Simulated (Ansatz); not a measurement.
Cost and result for the atomization energy of C2Si (3 atoms, 2 bonds).

```json
{"atom": "C1", "x (Å)": "-0.055", "y (Å)": "-0.709", "z (Å)": "1.223"}
{"atom": "C2", "x (Å)": "-0.005", "y (Å)": "-0.068", "z (Å)": "0.119"}
{"atom": "Si3", "x (Å)": "0.060", "y (Å)": "0.777", "z (Å)": "-1.342"}
```

The species carries charge 0 and has multiplicity 1. The bonds changed during the relaxation, so this is another structure than the one it started from. The structure was optimised at the PBE0-D4/def2-TZVP level. Program: Ansatz. All runs use 2 threads of an AMD EPYC 7R13 on a shared host. Times are those of one run each, without the atoms' runs, and a repeat can differ threefold. Electronic energies, without spin–orbit coupling; frozen cores. CCSD(T)/CBS extrapolates def2-TZVPP and def2-QZVPP, and its time is that of the two runs behind it. T1 = 0.021; the RHF reference is unstable towards UHF. B3LYP takes the VWN-RPA correlation (the form of Gaussian; ORCA's B3LYP/G). HSE06 is the plane-wave form, built on full-range PBE exchange.

CCSD(T)/CBS is a level of theory with its own doubt, some kJ/mol a heavy atom from the limit and from the frozen cores, so smaller differences don't rank the functionals.

```json
{"level": "BLYP-D4/def2-TZVPP", "functions": "104", "wall time": "0.76 s"}
{"level": "CCSD(T)/def2-SVP", "functions": "46", "wall time": "0.81 s"}
{"level": "LDA (SPW92)/def2-TZVPP", "functions": "104", "wall time": "0.92 s"}
{"level": "PBE0-D4/def2-TZVPP", "functions": "104", "wall time": "0.96 s"}
{"level": "B3LYP-D4/def2-TZVPP (with forces)", "functions": "104", "wall time": "1.3 s"}
{"level": "HSE06-D4/def2-TZVPP", "functions": "104", "wall time": "1.3 s"}
{"level": "PBE-QIDH/def2-TZVPP", "functions": "104", "wall time": "1.7 s"}
{"level": "B2PLYP/def2-TZVPP", "functions": "104", "wall time": "1.8 s"}
{"level": "r2SCANh-D4/def2-TZVPP", "functions": "104", "wall time": "1.8 s"}
{"level": "ωB97X-V/def2-TZVPP", "functions": "104", "wall time": "2.4 s"}
{"level": "CCSD(T)/def2-TZVPP", "functions": "104", "wall time": "3 s"}
{"level": "CCSD(T)/def2-QZVPP", "functions": "184", "wall time": "16 s"}
{"level": "CCSD(T)/CBS(def2)", "functions": "–", "wall time": "19 s"}
```

(1) What atomization energy does each give, and how far from CCSD(T)/CBS? (Estimate.)

Answers

(1) Computed: 
```json
{"level": "BLYP-D4/def2-TZVPP", "atomization (kcal/mol)": "304.5", "difference from CCSD(T)/CBS": "11.9", "per bond": "5.9"}
{"level": "CCSD(T)/def2-SVP", "atomization (kcal/mol)": "275.0", "difference from CCSD(T)/CBS": "-17.6", "per bond": "-8.8"}
{"level": "LDA (SPW92)/def2-TZVPP", "atomization (kcal/mol)": "348.8", "difference from CCSD(T)/CBS": "56.2", "per bond": "28.1"}
{"level": "PBE0-D4/def2-TZVPP", "atomization (kcal/mol)": "296.1", "difference from CCSD(T)/CBS": "3.5", "per bond": "1.7"}
{"level": "B3LYP-D4/def2-TZVPP (with forces)", "atomization (kcal/mol)": "296.0", "difference from CCSD(T)/CBS": "3.4", "per bond": "1.7"}
{"level": "HSE06-D4/def2-TZVPP", "atomization (kcal/mol)": "296.7", "difference from CCSD(T)/CBS": "4.1", "per bond": "2.1"}
{"level": "PBE-QIDH/def2-TZVPP", "atomization (kcal/mol)": "290.3", "difference from CCSD(T)/CBS": "-2.3", "per bond": "-1.1"}
{"level": "B2PLYP/def2-TZVPP", "atomization (kcal/mol)": "294.2", "difference from CCSD(T)/CBS": "1.6", "per bond": "0.8"}
{"level": "r2SCANh-D4/def2-TZVPP", "atomization (kcal/mol)": "288.6", "difference from CCSD(T)/CBS": "-4.0", "per bond": "-2.0"}
{"level": "ωB97X-V/def2-TZVPP", "atomization (kcal/mol)": "290.6", "difference from CCSD(T)/CBS": "-2.0", "per bond": "-1.0"}
{"level": "CCSD(T)/def2-TZVPP", "atomization (kcal/mol)": "282.3", "difference from CCSD(T)/CBS": "-10.3", "per bond": "-5.1"}
{"level": "CCSD(T)/def2-QZVPP", "atomization (kcal/mol)": "288.3", "difference from CCSD(T)/CBS": "-4.3", "per bond": "-2.1"}
{"level": "CCSD(T)/CBS(def2)", "atomization (kcal/mol)": "292.6", "difference from CCSD(T)/CBS": "0.0", "per bond": "0.0"}
```

At CCSD(T), def2-SVP lies −17.6 kcal/mol from the extrapolated value and def2-TZVPP −10.3 kcal/mol: correlation converges slowly with the basis, and small sets miss more of it in the bonded molecule than in its fragments. The D4 term adds +2.6 kcal/mol with B3LYP and +1.3 kcal/mol with PBE0; it sums over pairs of atoms, weighted by their polarisabilities, and B3LYP, whose exchange is more repulsive, gets the larger term. From PBE to PBE0 (25 % exact exchange), in def2-TZVPP and without D4, the atomization energy moves by −16.2 kcal/mol: exact exchange takes away binding that semilocal exchange gives to molecules.
